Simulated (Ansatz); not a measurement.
```yaml
crystal:
  periodic: [false, false, false]
  atoms:
    - {symbol: N, position_ang: [0.000000, 0.000000, 0.000000]}
    - {symbol: S, position_ang: [0.000000, 0.000000, 1.636800]}
basis:
  gaussian: {orbitals: def2-TZVP}
total_charge: 1
hamiltonian: {xc: pbe0}
relax: {f_tol: 0.004, max_steps: 80}
```

```sh
$ ansatz run in.yaml --threads 1 --pin off --events-out ev --progress --plain --max-ram 2176MiB
```

Steps of the relaxation (energy above the last step; positions in Å, forces in eV/Å):

```
2
step 1, 1305.2 meV
N     0.000    0.000    0.000    0.000    0.000    9.884
S     0.000    0.000    1.637    0.000    0.000   -9.884
```

```
2
step 2, 259.5 meV
N     0.000    0.000    0.065    0.000    0.000    5.627
S     0.000    0.000    1.572    0.000    0.000   -5.627
```

```
2
step 3, 143.8 meV
N     0.000    0.000    0.135    0.000    0.000   -5.519
S     0.000    0.000    1.502    0.000    0.000    5.519
```

```
2
step 5, 0.0 meV
N     0.000    0.000    0.107    0.000    0.000    0.026
S     0.000    0.000    1.530    0.000    0.000   -0.026
```

```
2
step 6, 0.0 meV
N     0.000    0.000    0.107    0.000    0.000    0.000
S     0.000    0.000    1.530    0.000    0.000    0.000
```

Close pairs at the end: N1–S2 1.423 Å.

A stationary point of restricted PBE0 after 6 steps (its stability towards spin polarisation wasn't tested). 3.9 s on 1 thread of Arm Neoverse V2, shared host.
